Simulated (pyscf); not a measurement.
HF + F–Si(F)(F)–F → F–Si(F)(F)–F + HF (four-centre exchange; singlet surface; F–H, F–Si broken, F–Si, F–H formed). PySCF, gas phase, ωB97X-D3(BJ)/def2-SVP geometries. Energies in kcal/mol from the separated reactants.

```tsv
level	barrier	reaction energy
ωB97X-D3(BJ)/def2-TZVP	27.8	0.0
PBE/def2-TZVP	23.4	0.0
r²SCAN/def2-TZVP	24.0	0.0
B3LYP-D3(BJ)/def2-TZVP	___	0.0
M06-2X/def2-TZVP	___	0.0
ωB97M-D3(BJ)/def2-TZVP	27.4	0.0
```

Question: Fill in the missing entries.

Answer: 
- B3LYP-D3(BJ)/def2-TZVP, barrier: 28.3
- M06-2X/def2-TZVP, barrier: 27.3

The functionals in the table span 4.9 kcal/mol in this barrier, from PBE to B3LYP-D3(BJ). This is the saddle that the search found; another between the same sides may lie lower.
